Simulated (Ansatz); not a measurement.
Input file:

```yaml
crystal:
  periodic: [false, false, false]
  atoms:
    - {symbol: B, position_ang: [0.000000, 0.000000, 0.159062]}
    - {symbol: C, position_ang: [0.000000, 0.000000, -2.399729]}
    - {symbol: H, position_ang: [0.000000, 0.000000, 2.240667]}
basis:
  gaussian: {orbitals: pcseg-2, fitting: {mean_field: def2-universal-jkfit}}
magnetization: {spin_polarized: false, initial_magnetization: 2}
correlation: {active_space: {ras: {orbitals: [3, 2, 67], electrons: 8, max_holes: 2, max_particles: 2}, fixed_orbitals: true}}
```

```sh
$ ansatz run in.yaml --threads 1 --pin off --events-out ev --progress --plain --max-ram 2393MiB
```

Output:

```
168 factors; integrals over basis functions are off by at most 1.5e0 eV
mean field evaluation 1: about -1704.8398 eV, gradient 1.1e1 eV
mean field evaluation 2: about -1706.4461 eV, gradient 6.5e0 eV
mean field evaluation 4: about -1706.7919 eV, gradient 1.0e0 eV
mean field evaluation 8: about -1706.8048 eV, gradient 1.8e-6 eV
mean field evaluation 16: about -1706.1780 eV, gradient 4.9e-1 eV
mean field evaluation 32: about -1701.4254 eV, gradient 6.3e0 eV
mean field -1706.80475946 eV, -62.7239179964 hartree, gradient 1.8e-6 eV, S^2 2.000000; 7 other end points of the search recorded, 0 dependent functions left out
reference -1706.80475946 eV, -62.7239179964 hartree; 7, 5 occupied and 67, 69 virtual orbitals, 168 factors
state -1711.96146399 eV, -62.9134233926 hartree
Total energy: -1711.96146399 eV, -62.9134233926 hartree
```

Ran on 1 thread of Intel Xeon Platinum 8488C, shared host: 7 s wall, 0.2 GiB peak host memory.
